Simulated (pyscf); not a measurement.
H₂P–GeH₃ (SMILES [PH2][GeH3]) + SiH₄ (SMILES [SiH4]) → H₃Si–PH–GeH₃ (SMILES [SiH3][PH][GeH3]) + H₂ (SMILES [H][H]), a four-centre exchange (singlet surface; H–P, H–Si broken, P–Si, H–H formed). PySCF, gas phase, ωB97X-D3(BJ)/def2-SVP geometries. Energies in kJ/mol from the separated reactants.

Small-basis levels: PySCF, no dispersion term, spherical d functions. AM1 to PM7: differences of heats of formation from MOPAC, which are fitted to 298 K values and so differ in kind from electronic energies by zero-point and thermal terms. GFN2-xTB: tblite. Cost: rough CPU time at the saddle relative to B3LYP/6-31G*+LANL2DZ, from one job on a shared machine.

```json
[
 {"level": "HF/STO-3G", "barrier": "517.3", "reaction energy": "+19.8", "cost": "0.08"},
 {"level": "HF/3-21G", "barrier": "[?]", "reaction energy": "+13.2", "cost": "0.1"},
 {"level": "HF/6-31G*+LANL2DZ", "barrier": "[?]", "reaction energy": "+30.1", "cost": "0.1"},
 {"level": "MP2/6-31G*+LANL2DZ", "barrier": "304.3", "reaction energy": "-10.3", "cost": "0.1"},
 {"level": "B3LYP/STO-3G", "barrier": "358.3", "reaction energy": "+6.8", "cost": "0.8"},
 {"level": "B3LYP/LANL2DZ", "barrier": "297.8", "reaction energy": "+21.0", "cost": "0.7"},
 {"level": "B3LYP/6-31G*+LANL2DZ", "barrier": "272.3", "reaction energy": "+10.4", "cost": "1"},
 {"level": "M06-2X/6-31G*+LANL2DZ", "barrier": "270.8", "reaction energy": "-3.3", "cost": "2"},
 {"level": "PBE/def2-SVP", "barrier": "208.7", "reaction energy": "+0.9", "cost": "2"},
 {"level": "B3LYP/def2-SVP", "barrier": "262.5", "reaction energy": "+17.4", "cost": "1"},
 {"level": "GFN2-xTB", "barrier": "214.9", "reaction energy": "+57.7", "cost": "under 0.02"},
 {"level": "PM3", "barrier": "140.1", "reaction energy": "-89.4", "cost": "under 0.02"},
 {"level": "ωB97M-D3(BJ)/def2-TZVP", "barrier": "[?]", "reaction energy": "-0.7", "cost": "–"}
]
```

Problem. What belongs in the gaps?

Solution. 
- HF/3-21G, barrier: 376.0
- HF/6-31G*+LANL2DZ, barrier: 382.1
- ωB97M-D3(BJ)/def2-TZVP, barrier: 260.2

Against the last row the barrier runs from -120.1 (PM3) to +257.1 kJ/mol (HF/STO-3G). ωB97M-D3(BJ)/def2-TZVP has limits of its own. This is the saddle that the search found; another between the same sides may lie lower. In the def2 sets elements up to Kr have no core potential.
